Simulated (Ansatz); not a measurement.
We consider rhombohedral A7 As, described by LDA (PAW; Ansatz, a first-principles code).

Settings: plane-wave cutoff 500 eV, 12×12×12 k mesh, Fermi–Dirac smearing 0.05 eV, scalar-relativistic PAW data made under PBE.

Computed at the level's own relaxed cell.

**Question.** Estimate the volume per atom, lattice parameter a and lattice parameter c that the calculation returns.

**Answer.** 
* **volume per atom**: 20.37 Å³/atom
* **lattice parameter a**: 3.761 Å
* **lattice parameter c**: 9.977 Å

Measured, for comparison: lattice constant a 3.760 Å, lattice parameter c 10.441 Å (4 K, zero-point motion not removed; as tabulated in Schiferl, Barrett, J. Appl. Cryst. 2, 30 (1969), as in the American …). Computed (rounded) less measured: lattice constant a 0.0 %, lattice parameter c -4.4 %.

The computed numbers hold no vibrational or temperature effects.
